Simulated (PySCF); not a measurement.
Basis and Hamiltonian dependence of the ionisation energy of Cl

Cl [Ne] 3s2 3p5 (2P) → Cl⁺ [Ne] 3s2 3p4 (3P). All values are computed (PySCF 2.14, energy differences of UHF-based or UKS calculations, no spin-orbit coupling). Values in eV.

| basis | Hamiltonian | functions | UHF | LDA | PBE0 | MP2 (valence) | CCSD(T) (valence) | CCSD(T) (valence and next inner shell) |
| --- | --- | --- | --- | --- | --- | --- | --- | --- |
| x2c-SVPall | spin-free X2C | 18 | 11.764 | n/a | n/a | 12.310 | 12.244 | n/a |
| cc-pV(D+d)Z | non-relativistic | 23 | 11.813 | 13.152 | n/a | 12.421 | 12.350 | n/a |
| Sapporo-DZP-2012 | spin-free X2C | 27 | 11.762 | n/a | 12.940 | 12.485 | 12.414 | n/a |
| ANO-RCC-VTZP | spin-free X2C | 34 | 11.748 | 13.176 | 12.936 | 12.713 | 12.724 | 12.724 |
| aug-cc-pwCVDZ | non-relativistic | 36 | 11.821 | 13.243 | 12.999 | 12.614 | 12.571 | 12.573 |
| dyall-av2z | non-relativistic | 50 | 11.823 | 13.250 | 12.995 | 12.615 | 12.579 | n/a |
| def2-TZVPPD | non-relativistic | 51 | 11.771 | 13.208 | 12.962 | 12.731 | 12.734 | 12.741 |
| aug-cc-pV(T+d)Z | non-relativistic | 55 | 11.775 | 13.207 | 12.962 | 12.769 | 12.777 | n/a |
| aug-cc-pCVTZ-DK | spin-free X2C | 75 | 11.752 | 13.191 | 12.944 | 12.753 | 12.762 | 12.774 |
| aug-cc-pwCVTZ | non-relativistic | 75 | 11.770 | 13.207 | 12.961 | 12.772 | 12.781 | 12.796 |
| dyall-av3z | spin-free X2C | 84 | 11.747 | 13.186 | 12.938 | 12.745 | 12.756 | n/a |
| aug-cc-pVQZ-DK | spin-free X2C | 84 | 11.748 | 13.187 | 12.939 | 12.850 | 12.876 | n/a |
| dyall-av3z | non-relativistic | 84 | 11.765 | 13.202 | 12.955 | 12.760 | 12.771 | n/a |
| dyall-acv3z | spin-free X2C | 113 | 11.746 | 13.185 | 12.937 | 12.754 | 12.763 | n/a |

Frozen in the all-electron rows: valence: [Ne]; valence and next inner shell: 1s2.

Reference for a calculation without spin-orbit coupling: 12.974 eV (measured, between term centres; NIST).
